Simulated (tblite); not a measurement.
Input of a run (GFN2-xTB geometry optimisation, gas phase (tblite 0.8.0)), started from a force field or distance geometry:
```
{"job": {"kind": "relax", "xc": "GFN2-xTB", "basis": "xTB"}, "charge": 0, "multiplicity": 1}
F      2.273000     0.498600    -0.072400
C      0.972900     0.130300    -0.037100
C     -0.124000     0.945000    -0.043000
C     -1.280800     0.158800     0.007400
O     -0.875400    -1.097500     0.077500
C      0.432400    -1.161800     0.044800
H     -0.184700     2.031300    -0.102900
H     -2.279800     0.556300     0.020200
H      1.079800    -2.055100     0.080300
```

Output (eV, eV/Å):
```
step      E/eV     max force
  0    -513.08859    3.187
  1    -513.31380    0.923
  2    -513.35029    0.701
  3    -513.40476    0.528
  4    -513.42095    0.427
  5    -513.43433    0.385
  6    -513.44321    0.337
  7    -513.44894    0.256
  8    -513.45107    0.114
  9    -513.45177    0.078
 10    -513.45200    0.054
 11    -513.45213    0.041
 12    -513.45229    0.040
 13    -513.45241    0.037
 14    -513.45249    0.022
 15    -513.45252    0.011
 16    -513.45254    0.008
```

**Question.** Summarise the run.

**Answer.** The energy falls by 0.364 eV over 16 L-BFGS steps, the largest force on an atom goes from 3.19 to 0.008 eV/Å, and the atoms move by 0.079 Å rms after alignment. The bond that changes most is C2–C3 (aromatic C–F carbon to aromatic CH carbon), which lengthens by 0.049 Å. Bonds longer at the end by more than 0.005 Å: 3 of 9; shorter: 5. Among the angles that change most is O5–C4–H8, from 129.5° to 117.3°. The energy never rose by more than 1e-5 eV on the way. The first step brought 62 % of the lowering.

**Question.** What are the final bond lengths?

**Answer.** F1–C2 1.336 Å, C2–C3 1.415 Å, C3–C4 1.361 Å, C4–O5 1.340 Å, O5–C6 1.343 Å, C2–C6 1.362 Å, C3–H7 1.069 Å, C4–H8 1.072 Å, C6–H9 1.070 Å. Numbering counts from 1 in the input's order; the species is `Fc1ccoc1`.

On an AMD EPYC 7R43 with one thread, shared host with 256 logical CPUs at a one-minute load of 44, this took under 0.1 s.

Its GFN2-xTB frequencies are all real (lowest 313 cm⁻¹).

These are computed values.
